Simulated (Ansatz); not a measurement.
Geometry optimisation, RKS B3LYP-D4/def2-SVP (Ansatz).

Input:

```yaml
crystal:
  periodic: [false, false, false]
  atoms:
    - { symbol: "N", position_ang: [-0.1905, -2.2209, -0.3078] }
    - { symbol: C, position_ang: [0.1169, -0.8802, -0.1578] }
    - { symbol: "N", position_ang: [-0.7636, 0.0883, -0.1285] }
    - { symbol: C, position_ang: [-0.118, 1.3477, 0.0591] }
    - { symbol: S, position_ang: [0.3464, 2.3307, -1.1965] }
    - { symbol: S, position_ang: [-0.1287, 1.9332, 1.7287] }
    - { symbol: H, position_ang: [0.5494, -2.85549, -0.35003] }
    - { symbol: H, position_ang: [-0.92819, -2.44787, 0.36608] }
    - { symbol: H, position_ang: [1.2183, -0.7245, -0.0173] }
    - { symbol: H, position_ang: [0.3258, 3.1389, 1.4363] }
basis:
  gaussian: { orbitals: def2-SVP }
hamiltonian:
  xc: b3lyp
  dispersion: d4
relax:
  f_tol: 0.015
  max_steps: 40
```

Launched with:

```bash
$ ansatz run input.yaml --threads 2 --pin off --max-ram 3072MiB --backend cpu --events-out ev --progress --plain --runs-dir out
```

Task: Where does it end, and by what steps?

Result: The run converged. After 14 steps the energy has fallen by 0.798 eV; H9 moved furthest, 0.84 Å.

```tsv
step	energy less start (eV)	largest force component (eV/Å)	accepted
0	0.0000	2.756	yes
1	-0.2783	1.261	yes
2	-0.4569	1.096	yes
3	-0.5896	0.534	yes
4	-0.6429	0.315	yes
5	-0.7212	0.417	yes
6	-0.7675	0.231	yes
7	-0.7833	0.408	yes
8	-0.7964	0.078	yes
9	-0.7965	0.076	yes
10	-0.7965	0.111	no
11	-0.7973	0.028	yes
12	-0.7976	0.058	yes
13	-0.7978	0.018	yes
14	-0.7978	0.007	yes
```

```xyz
10
Properties=species:S:1:pos:R:3
N -0.165 -2.207 -0.144
C 0.229 -0.927 -0.191
N -0.362 -0.002 0.490
C 0.019 1.307 0.314
S 0.825 1.971 -0.974
S -0.534 2.240 1.719
H 0.331 -2.926 -0.653
H -0.967 -2.462 0.423
H 1.091 -0.708 -0.846
H -0.040 3.425 1.294
```

Run time: 54 s on 2 threads of Arm Neoverse V1 (shared host), peak memory 0.27 GiB.
